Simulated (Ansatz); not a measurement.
```yaml
atoms:
  - { symbol: C, position_ang: [0.0096, 0.4861, -0.3233] }
  - { symbol: H, position_ang: [-0.0090, 1.4919, 0.1928] }
  - { symbol: O, position_ang: [0.0086, -0.5464, 0.2215] }
```

UHF-MP2 on doublet CHO was run in several spherical basis sets with Ansatz (development build ahead of 0.2.0). Frozen core: 2 orbitals. Caution for UHF-MP2: the unrestricted determinant is spin contaminated.

Problem. Rank the basis sets by the total energy that they give, lowest first, with the distance from the lowest.
A. cc-pVDZ
B. STO-3G
C. 6-31G(d)

Solution. A (0.00 eV), C (0.70 eV), B (46.76 eV).

Totals follow the description of the cores as much as that of the bonds, so this order isn't one of quality for chemistry.
